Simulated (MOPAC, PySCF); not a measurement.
F4Si, SMILES `F[Si](F)(F)F`, neutral singlet in the gas phase. 

Z-matrix (Å, degrees):
```
Si
F 1 1.5673
F 1 1.5673 2 109.47
F 1 1.5673 2 109.47 3 120.00
F 1 1.5673 2 109.47 3 -120.00
```
Charge 0, spin multiplicity 1.

All levels are single points at this geometry (B3LYP-D3(BJ)/def2-TZVP); Pople sets use spherical d functions. Orbital energies aren't observables, and empty levels follow the basis.

```csv
level,HOMO (eV),LUMO (eV),gap (eV),dipole (D),"vertical IE, Delta-SCF (eV)"
PBE-D3(BJ)/def2-TZVP in PySCF,-10.58,-0.60,9.98,0.00,14.38
TPSSh-D3(BJ)/def2-TZVP in PySCF,-11.58,0.06,11.64,0.00,14.90
B3LYP/3-21G in PySCF,-11.51,0.26,11.76,0.00,–
B3LYP/6-311+G** in PySCF,-12.64,-0.94,11.70,0.00,–
B3LYP/6-31G* in PySCF,-11.92,0.37,12.29,0.00,14.96
B3LYP/LANL2DZ in PySCF,-12.93,-0.96,11.97,0.00,–
BP86/6-31G* in PySCF,-10.15,-0.22,9.93,0.00,–
M06-2X/6-31G* in PySCF,-14.50,1.68,16.18,0.00,–
PBE/6-31G* in PySCF,-10.02,-0.29,9.73,0.00,–
SVWN5/6-31G* in PySCF,-10.24,-0.55,9.69,0.00,–
HF/3-21G in PySCF,-18.19,4.65,22.84,0.00,–
HF/6-31G* in PySCF,-18.29,4.42,22.71,0.00,16.33
PM7 in MOPAC,-15.70,-0.78,14.91,0.00,–
```
